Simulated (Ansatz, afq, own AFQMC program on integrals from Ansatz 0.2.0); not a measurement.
## Where AFQMC and coupled cluster stand for NH⁻, doublet

```xyz
2

N     0.0000    0.0000    0.0000
H     0.0000    0.0000    0.9530
```

Basis 6-31++G**. Noble-gas cores (and the filled d shells of Ga–Kr and In–Xe) are frozen. Ansatz 0.2.0 and our own AFQMC program on the same integrals; the CISD trial comes from CCSD amplitudes, and released means the phaseless constraint is let go. Free AFQMC starts from the CCSD state and is never constrained. Its projection time is finite, and what remains of the start isn't in its error. Uncertainties: one standard error, sampling alone.

Determinant: UHF, the one that the program's search chose, which needn't be the lowest solution. The geometry is a point of a scan.

Full CI on the same integrals is exact in this basis and with this determinant's frozen core.

Cautions: an unrestricted solution with more broken spin lies lower (279 meV, ⟨S²⟩ 1.76).

* T1 diagnostic: 0.0234
* weight of the determinant in the CISD state: 0.925
* ⟨S²⟩ of the determinant: 0.780
* size of the correlated space: 7 electrons in 24 orbitals

Reference: full CI, correlation energy -4.766 eV. The released energy is read at 2.40 1/Eh (meV from the phaseless value at times in 1/Eh: 1.4 ± 2.2 at 0.24, -3.6 ± 1.4 at 0.51, -6.9 ± 1.7 at 0.99, -6.6 ± 1.7 at 1.62, -5.2 ± 1.9 at 2.40).

| level | E − E(reference) (kJ/mol) | share of correlation (%) |
| --- | --- | --- |
| HF | 459.8 | 0.00 |
| MP2 | 52.3 | 88.62 |
| CCSD | 14.0 | 96.96 |
| CCSD(T) | 2.8 | 99.39 |
| CCSDT | 1.2 | 99.74 |
| CCSDT(Q) | -0.1 | 100.02 |
| CCSDTQ | 0.0 | 100.00 |
| ph-AFQMC/HF | -1.3 ± 1.9 | 100.29 |
| ph-AFQMC/CISD | 0.7 ± 0.4 | 99.85 |
| released AFQMC | 0.2 ± 0.2 | 99.96 |
| free AFQMC | -0.1 ± 0.2 | 100.02 |

CCSDT and higher add their correlation energy to the determinant of the CCSD(T) run, since their own runs factorise the integrals more tightly (a shift of under 2 meV). Free projections are given only where their last times agree within the noise and don't stop above the reference; a slow remainder of the start can still hide under it. A walk keeps the symmetry of its determinant, which the program's search chose and which needn't be the lowest solution, so a lower state of the same spin and another symmetry isn't excluded. Released energies are given only where the last usable release times agree within the noise; a slower fall can still hide under it.
